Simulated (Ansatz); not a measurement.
# C2F2: taking an electron away

An exercise on one series of results from a longer session: the logs are not shown, and one member is left open.

Program: Ansatz 0.2.0, Gaussian basis. Level of theory: unrestricted cation, the program's frozen cores in correlated methods. These are calculated values, not measurements.

The runs, in order: UKS PBE-D4/def2-TZVPP; UKS r2SCAN-D4/def2-TZVPP; UKS PBE0-D4/def2-TZVPP; UKS B3LYP-D4/def2-TZVPP; UKS wB97X-V/def2-TZVPP; UKS wB97M-V/def2-TZVPP; UKS B2PLYP/def2-TZVPP; UHF-CCSD(T)/def2-TZVPP; UHF-MP2/def2-QZVPP; extrapolation to the limit; then −ε(HOMO) from the neutral's earlier runs with LDA (SPW92), PBE-D4, revPBE-D4, BLYP-D4, r2SCAN-D4, B97M-V, PBE0-D4, B3LYP-D4, r2SCANh-D4, r2SCAN0-D4, HSE06-D4, BHLYP-D4, CAM-B3LYP-D4, LC-ωPBE, ωB97X-V, ωB97M-V.

### Structure used throughout

An earlier PBE0-D4 in a triple-zeta def2 set relaxation fixed the geometry.

SMILES `FC#CF`, 4 atoms, charge 0, spin multiplicity 1.

Atoms are counted from 1 here; the program's logs count them from 0.

Bond lengths: F1–C2 1.278 Å, C2–C3 1.184 Å, C3–F4 1.278 Å. Angles: F1–C2–C3 180.0°, C2–C3–F4 180.0°.

Set-up of the first run:

Input file in.yaml:

```yaml
crystal:
  periodic: [false, false, false]
  atoms:
    - {symbol: F, position_ang: [-0.136373, 0.128015, 1.852843]}
    - {symbol: C, position_ang: [-0.033701, 0.030232, 0.583217]}
    - {symbol: C, position_ang: [0.061450, -0.060383, -0.593367]}
    - {symbol: F, position_ang: [0.164125, -0.158164, -1.862993]}
basis:
  gaussian: {orbitals: def2-TZVPP}
total_charge: 1
magnetization: {spin_polarized: true, initial_magnetization: 1}
hamiltonian: {xc: pbe, dispersion: d4}
```

Steps of the session up to this table: Cation, UKS PBE-D4/def2-TZVPP; Cation, UKS r2SCAN-D4/def2-TZVPP; Cation, UKS PBE0-D4/def2-TZVPP; Cation, UKS B3LYP-D4/def2-TZVPP; Cation, UKS wB97X-V/def2-TZVPP; Cation, UKS wB97M-V/def2-TZVPP; Cation, UKS B2PLYP (frozen core)/def2-TZVPP; Cation, UHF-CCSD(T)/def2-TZVPP; Cation, UHF-MP2/def2-QZVPP.

One of the session's tables, all rows but one given; the rest of the session is left out.

Orbital estimates, from the neutral's runs:

```
  functional  −ε(HOMO) (eV)
 LDA (SPW92)           6.97
      PBE-D4           6.75
   revPBE-D4           6.66
     BLYP-D4           6.64
   r2SCAN-D4           7.02
      B97M-V           7.06
     PBE0-D4           8.21
    B3LYP-D4           7.98
  r2SCANh-D4           7.57
  r2SCAN0-D4           8.40
    HSE06-D4           7.80
    BHLYP-D4           9.56
CAM-B3LYP-D4           9.67
     LC-ωPBE              ?
     ωB97X-V          10.63
     ωB97M-V          10.52
```

Estimate the missing values for LC-ωPBE.

The run gave: −ε(HOMO) (eV): 11.04. In the column «−ε(HOMO) (eV)» it is the highest.
